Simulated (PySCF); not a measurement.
Potential energy curve for Na2, singlet.

Level of theory: PySCF 2.14.0 with CCSD(T) on UHF/cc-pVTZ, 2 core orbitals frozen.

**Question.** Relative to R = 3.10 Å, what are the energies at R = 2.49, 2.66, 3.43, 9.35 Å?

**Answer.** 6.9 kcal/mol at 2.49 Å, 3.6 kcal/mol at 2.66 Å, 1.4 kcal/mol at 3.43 Å, 18.4 kcal/mol at 9.35 Å.

The unrestricted determinant behind UCCSD(T) is spin-contaminated at 2.49 to 9.35 Å (<S²> up to 1.0, against 0.00 for a pure singlet).
